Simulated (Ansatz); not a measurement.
Zn₂C₃: from a trial structure to a relaxed crystal

Method: Ansatz 0.2.0, DFT PBE, scalar-relativistic, plane waves, PAW.

The start puts Zn₂C₃ on the corundum structure type (R-3c, No. 167), with Zn in place of Al, C in place of O, at a guessed volume.

The final relaxation ran on this input, with the default PAW datasets:

```yaml
crystal:
  lattice:
    - [2.8173382863, 1.626591018, 3.9130022832]
    - [-2.8173382863, 1.626591018, 3.9130022832]
    - [0.0, -3.253182036, 3.9130022832]
  atoms:
    - { symbol: Zn, position: [0.8618264368, 0.8618264368, 0.8618264368] }
    - { symbol: Zn, position: [0.6381735632, 0.6381735632, 0.6381735632] }
    - { symbol: Zn, position: [0.1381735632, 0.1381735632, 0.1381735632] }
    - { symbol: Zn, position: [0.3618264368, 0.3618264368, 0.3618264368] }
    - { symbol: C, position: [0.0616336776, 0.4383663224, 0.75] }
    - { symbol: C, position: [0.75, 0.0616336776, 0.4383663224] }
    - { symbol: C, position: [0.4383663224, 0.75, 0.0616336776] }
    - { symbol: C, position: [0.9383663224, 0.5616336776, 0.25] }
    - { symbol: C, position: [0.25, 0.9383663224, 0.5616336776] }
    - { symbol: C, position: [0.5616336776, 0.25, 0.9383663224] }
basis:
  ecutwfc: 420
kpoints:
  mp_grid: { grid: [12, 12, 12] }
hamiltonian:
  xc: pbe
scf:
  occupations: { method: gaussian, width: 0.1 }
output:
  forces: true
  stress: true
  eigenvalues: true
relax:
  adjacent_minimum: "off"
  f_tol: 0.01
  max_steps: 80
  cell: { stress_tol: 0.05 }
```

Launched as:

```bash
ansatz run input.yaml --threads 1 --pin off --max-ram 2560MiB --backend cpu --events-out ev --progress --plain --runs-dir out
```

The run took 4.5 min on 1 thread of Arm Neoverse V1, with other jobs on the host, peak memory 0.86 GiB.

End of the output:

```
SCF converged after 7 iterations
Free energy (F): -14758.667295 eV
Harris-Foulkes:  -14758.667295 eV  (|F-HF|=0.00e0)
Internal energy: -14758.646617 eV  (E = F + TS)
E sigma→0 (E₀):  -14758.656956 eV
Entropy (-TS):   -0.020677 eV (-2.068 meV/atom)
Fermi energy:    9.089921 eV
--- Per-component energies (eV) ---
  E_band       = 196.620885
  E_kinetic    = 1002.866063
  E_local      = -7050.389642  (includes V_loc(G=0)·N_el)
  E_nonlocal   = 2595.217702
  E_hartree    = 2884.791626
  E_xc         = -830.242234
  E_vxc        = -556.108181  (∫ρ·V_xc dr)
  E_paw        = -7868.391742  (= ΣΔE_a)
  E_vpaw       = -1564.546846  (= ΣTr[D̂ρ^β])
  E_aug_tail   = -0.001485  (compensation charges beyond the density's cutoff)
  E_ewald      = -5492.496907
  E_smearing   = -0.020677  (= −TS)
  E_closure    = 0.000000  (closes the sum)
  Σ components = -14758.667295   (vs F -14758.667295, Δ=0.00e0)
--- Forces (eV/Å), atoms counted from 1 ---
  atom   1  Zn     0.00000000     0.00000000     0.00014163
  atom   2  Zn     0.00000000     0.00000000    -0.00014163
  atom   3  Zn     0.00000000     0.00000000    -0.00014163
  atom   4  Zn     0.00000000     0.00000000     0.00014163
  atom   5  C     -0.00088978     0.00000000     0.00000000
  atom   6  C      0.00044489    -0.00077058     0.00000000
  atom   7  C      0.00044489     0.00077058     0.00000000
  atom   8  C      0.00088978     0.00000000     0.00000000
  atom   9  C     -0.00044489     0.00077058     0.00000000
  atom  10  C     -0.00044489    -0.00077058     0.00000000
  max |Σ_I F_I| component: 3.70e-17 eV/Å
--- Stress (GPa, compression-positive) ---
        0.037606       0.000000       0.000000
        0.000000       0.037606       0.000000
        0.000000       0.000000      -0.015926
  P = ⅓ Tr σ = 0.0198 GPa (0.198 kbar)
--- Relaxed structure (3 steps of the walk, 3 accepted, 1 SCFs on fresh bases) ---
  F+E_penalty+E_count = -14758.66729460 eV   max|allowed force component| = 8.898e-4 eV/Å   (the final SCF, on the basis selected at the relaxed cell)
  cell:  # Å, volume = 107.6297 Å³
    - [2.819047, 1.627578, 3.909641]
    - [-2.819047, 1.627578, 3.909641]
    - [0.000000, -3.255155, 3.909641]
  atoms:
    - { symbol: Zn, position: [0.862256, 0.862256, 0.862256] }
    - { symbol: Zn, position: [0.637744, 0.637744, 0.637744] }
    - { symbol: Zn, position: [0.137744, 0.137744, 0.137744] }
    - { symbol: Zn, position: [0.362256, 0.362256, 0.362256] }
    - { symbol: C, position: [0.061827, 0.438173, 0.75] }
    - { symbol: C, position: [0.750000, 0.061827, 0.438173] }
    - { symbol: C, position: [0.438173, 0.75, 0.061827] }
    - { symbol: C, position: [0.938173, 0.561827, 0.250000] }
    - { symbol: C, position: [0.250000, 0.938173, 0.561827] }
    - { symbol: C, position: [0.561827, 0.25, 0.938173] }
```

Total energies depend on the potentials used, so only differences within one code and one set of settings carry meaning.

The result has space group R-3c (No. 167). Zn is coordinated by 3 C at 2.04 Å, 3 C at 2.20 Å and 1 Zn at 2.63 Å; around C lie 2 Zn at 2.04 Å and 2 Zn at 2.20 Å.

Against the elements it lies at 2.31 eV/atom. Formation energies are uncorrected and refer to the elements' standard structures at the same level.

The k mesh leaves about 4 meV/atom of noise in metals.

A structure relaxed within its symmetry needn't be a true minimum.